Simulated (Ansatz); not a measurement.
# CHSi (doublet): inputs that go wrong at distance Si1–H3 = 2.730 Å

3 inputs are run for CHSi (doublet) as typed; the log has to tell whether the result can be used and what must change.

Computed with Ansatz 0.2.0, Gaussian basis. Level: the settings change from run to run.

24 further runs of the same task are left out: 5 for a known fault of the program, 16 that didn't finish, 3 set aside as unsound or not needed.

## (1) The system

The geometry derives from a PBE0/def2-TZVP stationary point (not a proven minimum). One bond is set to the value named and the two fragments are kept rigid.

3 atoms, charge 0, spin multiplicity 2.

Atoms are counted from 1 here; the program's logs count them from 0.

Bond lengths: Si1–C2 1.726 Å.

## (2) Input 1

The input, in.yaml:

```yaml
crystal:
  periodic: [false, false, false]
  atoms:
    - {symbol: Si, position_ang: [0.000000, 0.000000, -0.334577]}
    - {symbol: C, position_ang: [0.000000, 0.000000, -2.060847]}
    - {symbol: H, position_ang: [0.000000, 0.000000, 2.395423]}
basis:
  gaussian: {orbitals: "6-31G*"}
magnetization: {spin_polarized: false, initial_magnetization: 1}
correlation: {active_space: {window: {electrons: 2, orbitals: 200}}}
```

Launch:

```bash
ansatz run in.yaml --threads 1 --pin off --events-out ev --progress --plain --max-ram 2393MiB
```

Log:

```text
Functional definition: HF
  name "HF"
  cite "Fock, Z. Phys. 61, 126 (1930) doi:10.1007/BF01340294"
  parent pbe
  exchange = exact_x
  correlation = 0
343 factors; integrals over basis functions are off by at most 7.8e-4 eV
mean field evaluation 1: about -8896.4472 eV, gradient 1.2e1 eV
mean field evaluation 2: about -8896.4652 eV, gradient 1.2e1 eV
mean field evaluation 4: about -8897.0369 eV, gradient 3.4e0 eV
mean field evaluation 8: about -8897.1017 eV, gradient 5.4e-1 eV
mean field evaluation 16: about -8897.1147 eV, gradient 1.6e-6 eV
mean field evaluation 32: about -8891.8542 eV, gradient 1.6e1 eV
mean field evaluation 64: about -8898.1876 eV, gradient 3.7e0 eV
mean field evaluation 96: about -8897.7677 eV, gradient 1.2e1 eV
mean field evaluation 128: about -8897.7682 eV, gradient 1.2e0 eV
mean field evaluation 160: about -8898.5789 eV, gradient 2.9e0 eV
mean field evaluation 192: about -8897.6660 eV, gradient 2.3e-1 eV
mean field -8898.60908757 eV, -327.0178522742 hartree, gradient 2.7e-6 eV, S^2 0.750000; 8 other end points of the search recorded, 0 dependent functions left out
reference -8898.60908757 eV, -327.0178522742 hartree; 11, 10 occupied and 25, 26 virtual orbitals, 343 factors
Error: 2 electrons in 200 orbitals form no window around the highest filled level of the reference
```

It took 0.84 s on 1 thread of Arm Neoverse V1, shared host.

What is wrong: The run stopped with an error. The active window can't be built from these electrons and orbitals. To mend it, choose counts that fit the spin, the electrons and the basis.

## (3) Input 2

The input, in.yaml:

```yaml
crystal:
  periodic: [false, false, false]
  atoms:
    - {symbol: Si, position_ang: [0.000000, 0.000000, -0.334577]}
    - {symbol: C, position_ang: [0.000000, 0.000000, -2.060847]}
    - {symbol: H, position_ang: [0.000000, 0.000000, 2.395423]}
basis:
  gaussian: {orbitals: 6-31G}
correlation: {method: sc_nevpt2, electrons: outside_noble_gas, active_space: {window: {electrons: 3, orbitals: 3}}}
magnetization: {spin_polarized: true, initial_magnetization: 1}
```

Launched as before.

Log:

```text
Error: invalid value for `correlation.active_space`: it starts from restricted Hartree–Fock orbitals; set hamiltonian.xc: hf without magnetization.spin_polarized
```

Run time: 0.03 s. Hardware: 1 thread of Arm Neoverse V1, shared host.

What is wrong: The run was refused. An active space is asked on unrestricted orbitals. Fix: drop spin_polarized: true.

## (4) Input 3

The input, in.yaml:

```yaml
crystal:
  periodic: [false, false, false]
  atoms:
    - {symbol: Si, position_ang: [0.000000, 0.000000, -2.010847]}
    - {symbol: C, position_ang: [0.000000, 0.000000, -2.060847]}
    - {symbol: H, position_ang: [0.000000, 0.000000, 2.395423]}
basis:
  gaussian: {orbitals: 6-31G}
magnetization: {spin_polarized: false, initial_magnetization: 1}
correlation: {method: sc_nevpt2, electrons: outside_noble_gas, active_space: {window: {electrons: 3, orbitals: 2}}}
accuracy: high
```

The command is unchanged.

Log (excerpt; [...] marks lines left out):

```text
Functional definition: HF
  name "HF"
  cite "Fock, Z. Phys. 61, 126 (1930) doi:10.1007/BF01340294"
  parent pbe
[...]
400 factors; integrals over basis functions are off by at most 3.9e-9 eV
[...]
mean field 8872.59829466 eV, 326.0619732656 hartree, gradient 2.7e-8 eV, S^2 0.750000; 2 other end points of the search recorded, 0 dependent functions left out
reference 8872.59829466 eV, 326.0619732656 hartree; 11, 10 occupied and 13, 14 virtual orbitals, 400 factors
state 8872.59829466 eV, 326.0619732656 hartree
state 8872.59829466 eV, 326.0619732656 hartree; corrected 8872.04238690 eV, 326.0415440323 hartree
state 8873.81999225 eV, 326.1068698240 hartree
state 8873.81999225 eV, 326.1068698240 hartree; corrected 8873.10225186 eV, 326.0804933512 hartree
state 8872.59829466 eV, 326.0619732656 hartree; corrected 8872.04238690 eV, 326.0415440323 hartree
WARN: 1 active orbitals are nearly empty or full. The corrections depend on them more than the energy does, and are more stable in an active space without them
Total energy: 8872.04238690 eV, 326.0415440323 hartree
```

It took 0.69 s on 1 thread of Arm Neoverse V1, shared host.

**Diagnosis.** The run converged, which proves nothing about the input. One atom lies on top of another. The shortest distance is 0.05 Å, against 1.73 Å in the geometry of step 1. Its energy belongs to another geometry. Cure: restore its position.

## (5) Summary

```
input                 level                ended                                                               cause    time
    1  CASSCF(2,200)/6-31G*  stopped by an error  the active window can't be built from these electrons and orbitals  0.84 s
    2     NEVPT2(3,3)/6-31G              refused                   an active space is asked on unrestricted orbitals  0.03 s
    3     NEVPT2(3,2)/6-31G            converged                                     one atom lies on top of another  0.69 s
```

1 stopped by an error, 1 refused, 1 converged. The input that converges on a wrong geometry or spin is the dangerous one: no error points at it, so geometry and ⟨S²⟩ have to be checked.
